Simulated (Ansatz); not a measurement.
**C5H8: one species, many methods**

An exercise on one series of results from a longer session: the logs are not shown, and one member is left open.

Program: Ansatz 0.2.0, Gaussian basis. Level of theory: functionals in def2-TZVPP, the program's frozen cores in correlated methods. These are calculated values, not measurements.

The runs, in order: PBE-D4, r2SCAN-D4, PBE0-D4, B3LYP-D4, ωB97X-V, ωB97M-V, B2PLYP; CCSD(T)/def2-TZVPP; MP2/def2-QZVPP; extrapolation to the limit.

## Structure used throughout

All runs share one geometry, relaxed beforehand with PBE0-D4 in a triple-zeta def2 set.

SMILES `C=CCC=C`, 13 atoms, charge 0, spin multiplicity 1.

Atoms are counted from 1 here; the program's logs count them from 0.

Bond lengths: C1–C2 1.324 Å, C1–H6 1.086 Å, C1–H7 1.084 Å, C2–C3 1.497 Å, C2–H8 1.089 Å, C3–C4 1.497 Å, C3–H9 1.099 Å, C3–H10 1.093 Å, C4–C5 1.324 Å, C4–H11 1.089 Å, C5–H12 1.086 Å, C5–H13 1.084 Å. Angles: C2–C1–H6 121.4°, C2–C1–H7 121.6°, H6–C1–H7 117.0°, C1–C2–C3 124.8°, C1–C2–H8 119.2°, C3–C2–H8 116.0°, C2–C3–C4 112.4°, C2–C3–H9 108.5°, C2–C3–H10 110.1°, C4–C3–H9 108.5°, C4–C3–H10 110.1°, H9–C3–H10 107.1°, C3–C4–C5 124.8°, C3–C4–H11 116.0°, C5–C4–H11 119.2°, C4–C5–H12 121.4°, C4–C5–H13 121.6°, H12–C5–H13 117.0°.

The first run:

in.yaml

```yaml
crystal:
  periodic: [false, false, false]
  atoms:
    - {symbol: C, position_ang: [-1.875329, 1.267748, -0.138230]}
    - {symbol: C, position_ang: [-1.333831, 0.078603, 0.078227]}
    - {symbol: C, position_ang: [-0.000866, -0.149523, 0.720258]}
    - {symbol: C, position_ang: [0.928907, -0.926746, -0.158635]}
    - {symbol: C, position_ang: [2.120605, -0.507653, -0.556588]}
    - {symbol: H, position_ang: [-1.365014, 2.182298, 0.148140]}
    - {symbol: H, position_ang: [-2.846424, 1.372333, -0.607833]}
    - {symbol: H, position_ang: [-1.874209, -0.815207, -0.229312]}
    - {symbol: H, position_ang: [-0.154087, -0.713745, 1.651222]}
    - {symbol: H, position_ang: [0.452714, 0.806557, 0.995298]}
    - {symbol: H, position_ang: [0.572319, -1.902198, -0.485480]}
    - {symbol: H, position_ang: [2.508327, 0.461397, -0.257501]}
    - {symbol: H, position_ang: [2.752188, -1.115065, -1.194265]}
basis:
  gaussian: {orbitals: def2-TZVPP}
hamiltonian: {xc: pbe, dispersion: d4}
output: {forces: true, orbitals: {seedname: orbitals}}
```

Started as:

```sh
ansatz run in.yaml --threads 4 --pin off --events-out ev --progress --plain --max-ram 10444MiB
```

Among the steps run: PBE-D4 (GGA); r2SCAN-D4 (meta-GGA); PBE0-D4 (hybrid); B3LYP-D4 (hybrid); ωB97X-V (range-separated); ωB97M-V (range-separated); B2PLYP (double hybrid); CCSD(T) in def2-TZVPP; MP2 in def2-QZVPP.

One table of the session follows, with a row left open; its other results are not shown here.

It belongs to the step «Atomisation energies». 

```
            method  atoms, summed (eV)  atomisation energy (kcal/mol)
            PBE-D4           -5251.166                         1333.3
         r2SCAN-D4           -5256.261                         1305.1
           PBE0-D4                   ?                              ?
          B3LYP-D4           -5260.359                         1305.0
           ωB97X-V           -5258.244                         1300.4
           ωB97M-V           -5256.827                         1304.7
            B2PLYP           -5255.174                         1292.3
     HF/def2-TZVPP           -5237.127                          981.4
    MP2/def2-TZVPP           -5246.122                         1289.2
   CCSD/def2-TZVPP           -5248.899                         1254.6
CCSD(T)/def2-TZVPP           -5249.175                         1272.7
           MP2/CBS           -5247.648                         1317.0
       CCSD(T)/CBS           -5250.701                         1300.4
```

Estimate the missing values for PBE0-D4.

**Answer.** atoms, summed (eV): -5252.754; atomisation energy (kcal/mol): 1313.6. In the column «atoms, summed (eV)» it lies between B2PLYP (-5255.174) and PBE-D4 (-5251.166).

Limits of these values: Free atoms (5 C, 8 H) were run apart at each level; the atomisation energy is their sum less the molecule, without zero-point or spin-orbit terms.
